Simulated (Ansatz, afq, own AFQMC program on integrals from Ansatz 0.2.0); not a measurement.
# Cr, septet → Cr, quintet

A free Cr atom.

E(quintet, charge +0) − E(septet, charge +0) at this geometry, on UHF and ROHF determinants.

Basis def2-SVP. Noble-gas cores (and the filled d shells of Ga–Kr and In–Xe) are frozen. AFQMC by an in-house program on the Cholesky factors that Ansatz 0.2.0 writes for its CCSD(T) run. The CISD trial takes its coefficients from CCSD amplitudes. Released means that phaseless walkers are propagated on without the constraint, phases kept. Free AFQMC starts from the CCSD state and is never constrained. Its projection time is finite, and what remains of the start isn't in its error. ± is one standard error of the sampling. The metal's outer-core s and p shells are frozen, which shifts wave-function levels against functionals. The errors of all members are added in quadrature.

No full CI on the walks' own integrals is used here; CCSDTQ serves as the reference and is uncertain by about the last step of the cluster series. Each member takes its own surest rung, up to full CI.

Errors are counted within def2-SVP, not against nature.

Cautions: no relativity below Rb; outer-core shells of the metal frozen; Cr (quintet): a spin-contaminated unrestricted determinant lies lower (UHF 407 meV lower, ⟨S²⟩ 7.00), CCSDTQ on the UHF determinant differs (295 meV lower), perhaps since the unrestricted series falls towards higher spin, a state of other symmetry lies lower (by 202 meV), a state of higher spin lies lower.

```
level  vertical spin gap (kJ/mol)
  MP2                       137.4
 CCSD                       113.1
```

Problem. From these cheaper values, estimate the vertical spin gap at the reference level in def2-SVP.

Solution. 111.7 kJ/mol (CCSDTQ in def2-SVP).

```tsv
level	vertical spin gap (kJ/mol)	error against CCSDTQ (kJ/mol)
HF	127.4	15.7
CCSD(T)	112.9	1.1
CCSDT	112.0	0.3
CCSDT(Q)	111.8	0.0
ph-AFQMC/HF	117.6 ± 1.9	5.9 ± 1.9
ph-AFQMC/CISD	111.6 ± 0.2	-0.1 ± 0.2
released AFQMC	111.8 ± 0.3	0.1 ± 0.3
free AFQMC	111.9 ± 0.09	0.2 ± 0.09
```

Correlation beyond CCSD(T) takes off 1.1 kJ/mol. The perturbative (T) step is worth −0.3 kJ/mol.

CCSDT and higher add their correlation energy to the determinant of the CCSD(T) run, since their own runs factorise the integrals more tightly (a shift of under 2 meV). Free projections are given only where their last times agree within the noise and don't stop above the reference; a slow remainder of the start can still hide under it. A walk keeps the symmetry of its determinant, which the program's search chose and which needn't be the lowest solution, so a lower state of the same spin and another symmetry isn't excluded. Released energies are given only where the last usable release times agree within the noise; a slower fall can still hide under it.
